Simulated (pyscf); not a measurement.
HO–B(F)–F (SMILES OB(F)F) + NH₃ (SMILES N) → H₂O (SMILES O) + H₂N–B(F)–F (SMILES NB(F)F), a four-centre exchange (singlet surface; B–O, H–N broken, H–O, B–N formed). Structures and frequencies: ωB97X-D3(BJ)/def2-SVP in PySCF. MP2 and CC: frozen core, UHF for open shells. ΔMP2 is the change of the MP2 total energy from the triple- to the quadruple-zeta basis. Energies in kJ/mol from the separated reactants.

Small-basis levels: PySCF, no dispersion term, spherical d functions. AM1 to PM7: differences of heats of formation from MOPAC. GFN2-xTB: tblite. Cost: rough CPU time at the saddle relative to B3LYP/6-31G*, from one job on a shared machine.

| level | barrier | reaction energy | cost |
|---|---|---|---|
| HF/STO-3G | 62.8 | +50.0 | 0.05 |
| HF/3-21G | -7.1 | +8.5 | 0.07 |
| MP2/6-31G* | 57.6 | +29.3 | 0.1 |
| SVWN5/6-31G* | -27.2 | +32.6 | 1.0 |
| PBE/6-31G* | 32.8 | +34.3 | 1 |
| B3LYP/3-21G | -59.2 | +21.8 | 0.6 |
| B3LYP/6-31G* | 62.6 | +35.8 | 1 |
| B3LYP/6-311+G** | 76.3 | +9.9 | 1 |
| PBE/def2-SVP | 15.8 | +26.3 | 1 |
| B3LYP/def2-SVP | (withheld) | +27.5 | 1 |
| GFN2-xTB | (withheld) | +13.8 | under 0.02 |
| PM3 | 46.5 | +13.3 | under 0.02 |
| CCSD(T)/def2-TZVPP + ΔMP2(QZVPP) | (withheld) | +16.2 | – |

**Question.** Some entries are withheld; supply them.

**Answer.** 
- B3LYP/def2-SVP, barrier: 45.7
- GFN2-xTB, barrier: 66.9
- CCSD(T)/def2-TZVPP + ΔMP2(QZVPP), barrier: 72.5

Against the last row the barrier runs from -131.7 (B3LYP/3-21G) to +3.9 kJ/mol (B3LYP/6-311+G**); B3LYP/6-311+G** happens to lie closest here (3.9 kJ/mol apart). At HF/3-21G, SVWN5/6-31G*, PBE/6-31G*, B3LYP/3-21G, PBE/def2-SVP this geometry lies under one side, so the entry may be no barrier of that level: it is a single point on another level's saddle. CCSD(T)/def2-TZVPP + ΔMP2(QZVPP) has limits of its own. On the reactant side the descent ends in an adduct with a B–N contact, 62.5 kJ/mol under the separated species and 126.6 kJ/mol under the saddle at ωB97X-D3(BJ)/def2-TZVP. What is counted as formed (B–N) is already present as a longer contact in the reactant adduct; forming that adduct is a step of its own. The products may also form a dative adduct at H₂N–B(F)–F; it and routes through it were not searched. At ωB97X-D3(BJ) the barrier from the zero used here is 64.1 kJ/mol. This is the saddle that the search found; another between the same sides may lie lower. The CCSD(T) − MP2 part came from Ansatz, without density fitting, on the same reference.
